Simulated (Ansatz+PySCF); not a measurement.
singlet CH2O2: levels of theory in one basis

```xyz
5

C     0.0000   -0.3738   -0.0869
O     0.0000   -0.3334    1.0125
O     0.0000    0.6017   -0.8285
H     0.0000   -1.2301   -0.6440
H     0.0000    1.3272   -0.3065
```

Basis set: def2-SVP (spherical functions). Frozen core: 3 orbitals. Charge 0, multiplicity 1.

Computed with Ansatz (development build ahead of 0.2.0); each method stands on the lowest determinant of its kind that the runs found.

```csv
method,E − E(RHF) (eV),<S²> of the determinant
RHF,0.00,0.00
RHF-MP2,-13.00,–
RHF-CCSD,-13.41,–
```

(1) What does RHF-CCSD(T) give on the same scale?

(2) Is a single determinant a sound starting point here?

Answers

(1) -13.74 eV.

(2) By this sign, yes. Unrestricted orbitals gain 0.00 eV and <S²> is 0.00 against 0.00 for a pure state.
